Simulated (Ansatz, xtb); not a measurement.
**CH5SSi+: where a starting geometry ends**

The starting geometry of this gas-phase triplet was built from a drawn formula by distance geometry and a force field; its bonds are those of `[SiH]C[SH2+]`.

```xyz
8

C     0.3864    0.8908    0.9591
S    -0.6845   -0.4785    0.5687
Si   -0.5492    1.9668    2.1197
H     0.3131    3.1385    2.5703
H     0.6406    1.4524    0.0256
H     1.2946    0.4940    1.4172
H     0.1971   -1.2094   -0.1945
H    -0.6081   -1.2151    1.6711
```

Problem. Where would you expect an optimisation with r2SCAN-D4/def2-SVP to take it?

Solution. It keeps its bonds, and is `[SiH]C[SH2+]`.

The energy falls by 0.44 eV over 21 steps:

```
step  E − E(last) (eV)
   1             0.439
   3             0.184
   5             0.175
   8             0.173
  10             0.156
  12             0.109
  14             0.060
  17             0.002
  19             0.000
  21             0.000
```

Final geometry (Å):

```yaml
atoms:
  - { symbol: C, position_ang: [0.6438, 0.8412, 1.0820] }
  - { symbol: S, position_ang: [-0.7210, -0.3029, 0.5153] }
  - { symbol: Si, position_ang: [0.1333, 1.9628, 2.5438] }
  - { symbol: H, position_ang: [-0.5903, 3.2143, 2.1851] }
  - { symbol: H, position_ang: [0.8477, 1.4556, 0.1875] }
  - { symbol: H, position_ang: [1.5262, 0.2221, 1.3047] }
  - { symbol: H, position_ang: [-0.0760, -1.2203, -0.2720] }
  - { symbol: H, position_ang: [-0.7739, -1.1334, 1.5909] }
```

From the same start GFN2-xTB ends elsewhere, in pieces: CH3Si + H2S.

No frequencies were run, so the end isn't proven a minimum. Open shells are spin-unrestricted. The triplet needn't be the ground state. Run with Ansatz 0.2.0, 2.3 min on 1 thread of AMD EPYC (Zen 3), on a shared host.
